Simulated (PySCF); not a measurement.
# AlN₂: relaxation and vibrations of the quartet

Where does quartet AlN₂ go from a bent start, is the end point a minimum, and what are its modes, charges and moments?

The runs use PySCF 2.14.0; PBE0, basis Al def2-TZVP, N def2-TZVP, no relativity, density fitting.

### 1 The system as given

3 atoms, charge 0, spin multiplicity 4.

Bond lengths: Al1–N2 1.730 Å, Al1–N3 1.730 Å. Angles: N2–Al1–N3 110.0°.

```xyz
3
charge 0 multiplicity 4
Al    0.0000    0.0000    0.0000
N     1.4171    0.0000    0.9923
N    -1.4171    0.0000    0.9923
```

### 2 First SCF at the start

One driver script runs all steps and calls PySCF; scf.py shows how it sets up the SCF of each step. The optimiser is the driver's own. After this first run the driver tries any further starts and a stability analysis.

scf.py reads:

```python
from pyscf import gto, scf, dft
mol = gto.M(atom='''
Al     0.000000     0.000000     0.000000
N      1.417100     0.000000     0.992300
N     -1.417100     0.000000     0.992300''',
    basis={'Al': 'def2-TZVP', 'N': 'def2-TZVP'},
    charge=0, spin=3)
mf = dft.UKS(mol, xc='PBE0')
mf.grids.atom_grid = (50, 194)
aux = {'Al': 'def2-universal-JKFIT', 'N': 'def2-universal-JKFIT'}
mf = mf.density_fit(auxbasis=aux)
mf.conv_tol = 1e-08
mf.diis_space = 10
mf.max_cycle = 60
mf.init_guess = 'minao'
mf.verbose = 4
mf.kernel()
```

Launch:

```sh
$ OMP_NUM_THREADS=4 python axn.py task.json out
```

Standard output:

```text
init E= -351.428088238371
[... the frontier-level lines of each cycle are left out ...]
cycle= 1 E= -351.413028337852  delta_E= 0.0151  |g|= 0.256  |ddm|=  1.3
cycle= 2 E= -351.302061648195  delta_E= 0.111  |g|= 0.521  |ddm|= 0.79
cycle= 3 E= -351.471026263122  delta_E= -0.169  |g|= 0.0332  |ddm|= 0.476
cycle= 4 E= -351.473727974768  delta_E= -0.0027  |g|= 0.0232  |ddm|= 0.0888
cycle= 5 E= -351.475470782641  delta_E= -0.00174  |g|= 0.0156  |ddm|= 0.06
cycle= 6 E= -351.477256312811  delta_E= -0.00179  |g|= 0.0119  |ddm|= 0.0803
cycle= 7 E= -351.478913710385  delta_E= -0.00166  |g|= 0.0033  |ddm|= 0.146
cycle= 8 E= -351.478943540846  delta_E= -2.98e-05  |g|= 0.002  |ddm|= 0.00939
cycle= 9 E= -351.478963619946  delta_E= -2.01e-05  |g|= 0.000948  |ddm|= 0.00902
cycle= 10 E= -351.47896852037  delta_E= -4.9e-06  |g|= 0.000367  |ddm|= 0.00845
cycle= 11 E= -351.478969116404  delta_E= -5.96e-07  |g|= 0.000113  |ddm|= 0.00253
cycle= 12 E= -351.478969159211  delta_E= -4.28e-08  |g|= 2.96e-05  |ddm|= 0.000489
cycle= 13 E= -351.478969160798  delta_E= -1.59e-09  |g|= 2.58e-05  |ddm|= 0.000344
Extra cycle  E= -351.478969162026  delta_E= -1.23e-09  |g|= 2.64e-05  |ddm|= 6.13e-05
converged SCF energy = -351.478969162026  <S^2> = 4.1777384  2S+1 = 4.2084384
```

This step, with its further starts and checks, needed 6.8 s of wall time on 4 threads of Arm Neoverse V2, shared host.

Energies from each starting density:

| start | energy (Eh) |
| --- | --- |
| the minimal-basis guess | -351.478969 |
| a thermally smeared density | -351.478969 |
| a smeared PBE density | -351.478969 |

No lower solution of this spin turned up from the other starts or in the test of internal stability.

### 3 Relaxation: bent start, quartet

The program finds C2v symmetry in the start, which this walk keeps. The walk stops when the largest gradient is under 0.0003 Eh/bohr and the energy has settled too.

Edit scf.py of step 2 so:

```diff
@@ -3,3 +3,3 @@
-Al     0.000000     0.000000     0.000000
-N      1.417100     0.000000     0.992300
-N     -1.417100     0.000000     0.992300''',
+Al     0.000000     0.000000    -0.505395
+N      1.417100     0.000000     0.486905
+N     -1.417100     0.000000     0.486905''',
@@ -15 +14,0 @@
-mf.init_guess = 'minao'
```

The optimiser's trace:

| step | energy (Eh) | change (kJ/mol) | largest symmetric gradient (Eh/bohr) |
| --- | --- | --- | --- |
| 0 | -351.478969 | 0.00 | 0.04908 |
| 1 | -351.491554 | -33.04 | 0.01242 |
| 2 | -351.494377 | -40.45 | 0.01156 |
| 3 | -351.495795 | -44.18 | 0.01484 |
| 4 | -351.496962 | -47.24 | 0.01412 |
| 5 | -351.499070 | -52.78 | 0.01081 |
| 6 | -351.501165 | -58.28 | 0.00484 |
| 7 | -351.502126 | -60.80 | 0.00650 |
| 8 | -351.502513 | -61.82 | 0.00137 |
| 9 | -351.502538 | -61.88 | 0.00190 |
| 10 | -351.502557 | -61.93 | 0.00008 |
| 11 | -351.502558 | -61.93 | 0.00003 |

The walk took 10 s.

Geometry (Å) and forces (eV/Å) at some steps:

```
step 0
Al   0.000   0.000  -0.505   0.000   0.000  -1.967
N    1.417   0.000   0.487   2.524   0.000   0.983
N   -1.417   0.000   0.487  -2.524   0.000   0.983
step 1
Al   0.000   0.000  -0.488   0.000   0.000   0.099
N    1.536   0.000   0.478   0.639   0.000  -0.049
N   -1.536   0.000   0.478  -0.639   0.000  -0.049
step 6
Al   0.000   0.000  -0.080   0.000   0.000   0.249
N    1.778   0.000   0.274  -0.187   0.000  -0.124
N   -1.778   0.000   0.274   0.187   0.000  -0.124
step 11
Al   0.000   0.000   0.155   0.000   0.000   0.001
N    1.795   0.000   0.157  -0.002   0.000   0.000
N   -1.795   0.000   0.157   0.002   0.000   0.000
```

End point (D∞h, 11 steps, 61.9 kJ/mol gained): Al–N 1.795 Å (×2); N–Al–N 179.9°.

### 4 Hessian and properties

The point is checked on the finer grid, and tightened if its gradient asks for it. The Hessian and the dipole derivatives come from central differences of analytic gradients, with steps of 0.02 bohr.

Edit scf.py of step 3 so:

```diff
@@ -3,3 +3,3 @@
-Al     0.000000     0.000000    -0.505395
-N      1.417100     0.000000     0.486905
-N     -1.417100     0.000000     0.486905''',
+Al     0.000000     0.000000     0.000000
+N      1.795326     0.000000     0.000000
+N     -1.795326     0.000000     0.000000''',
@@ -9 +9 @@
-mf.grids.atom_grid = (50, 194)
+mf.grids.atom_grid = (75, 302)
@@ -12 +12 @@
-mf.conv_tol = 1e-08
+mf.conv_tol = 1e-10
```

The driver hands on the density of the step before, so the log starts near convergence.

SCF at the final geometry:

```text
init E= -351.502551706727
[... the frontier-level lines of each cycle are left out ...]
cycle= 1 E= -351.502551706733  delta_E= -5.57e-12  |g|= 8.7e-07  |ddm|= 3.05e-06
Extra cycle  E= -351.502551706738  delta_E= -4.6e-12  |g|= 8.05e-07  |ddm|= 2.65e-06
converged SCF energy = -351.502551706738  <S^2> = 3.8677259  2S+1 = 4.0584361
```

The whole step took 12 s.

Geometry: D∞h; Al–N 1.795 Å (×2); N–Al–N 180.0°.

Harmonic modes (main isotopes):

| ω (cm⁻¹) | IR (km/mol) | μ (u) | type |
| --- | --- | --- | --- |
| 108 | 26.2 | 18.55 | bend |
| 148 | 78.4 | 18.55 | bend |
| 656 | 0.0 | 14.00 | stretch |
| 667 | 1114 | 18.55 | stretch |

No imaginary mode, so this is a minimum.

Here the density breaks the symmetry of the frame, and no labels are given; pairs that should be degenerate can split.

Properties at this point:

```yaml
Dipole_moment: 0.00 D
Highest_occupied_level: -6.51 eV
Lowest_empty_level: -4.37 eV
Rotational_constants: 0.1867 cm⁻¹
Zero-point_energy: 9.4 kJ/mol
Principal_polarisabilities: 28.4, 53.1, 144.9 bohr³
Atomisation_energy_without_zero-point_energy: 436 kJ/mol
Principal_traceless_quadrupole_moments_about_the_centre_of_mass: -15.41, 5.10, 10.31 D Å
Entropy_at_298.15_K_and_1_bar_electronic_part_spin_only: 259.3 J/(mol K)
Heat_capacity_Cp_at_298.15_K: 52.8 J/(mol K)
Enthalpy_at_298.15_K_above_0_K: 12.94 kJ/mol
Rotational_symmetry_number: 2
Spin_squared_⟨S²⟩: 3.868
```

Charges (e) and bond orders:

```
atom  Mulliken  Löwdin  polar tensor  spin (Mulliken)  Mayer order to Al1
 Al1      0.52    0.23         -0.77            -0.12                   –
N2,3     -0.26   -0.12          0.38             1.56                1.62
```

Outer orbital energies (eV). α occupied: -22.35, -22.01, -10.36, -9.89, -9.52, -9.31, -8.93, -8.85; empty: -2.35, -0.79, -0.38, 2.24. β occupied: -74.93, -74.89, -74.67, -19.53, -18.99, -9.55, -7.82, -6.51; empty: -4.37, -4.13, -3.09, -2.13.

Mulliken populations on Al1: s 4.92, p 7.22, d 0.27, f 0.07.

### 5 Summary of results

```
                                          quantity                             value
                                           minimum                      quartet, D∞h
                                          geometry  Al–N 1.795 Å (×2); N–Al–N 180.0°
                                wavenumbers (cm⁻¹)                108, 148, 656, 667
                                     dipole moment                            0.00 D
highest occupied, lowest empty level (either spin)                   -6.51, -4.37 eV
                        polar-tensor charge of Al1                           -0.77 e
                                 zero-point energy                        9.4 kJ/mol
                               entropy at 298.15 K                   259.3 J/(mol K)
         atomisation energy (no zero-point energy)                        436 kJ/mol
                                              ⟨S²⟩                             3.868
```

What this shows: The bent start (C2v) ends in a minimum of D∞h symmetry. The strongest infrared band lies at 667 cm⁻¹ (stretch). Al1 has a polar-tensor charge of -0.8 e (a dipole derivative, not a static charge), yet symmetry cancels the bond dipoles. Other starts or spin states, not run here, may lie lower. The SCF density has lower symmetry than the nuclear frame.

The search up to here took 29 s.
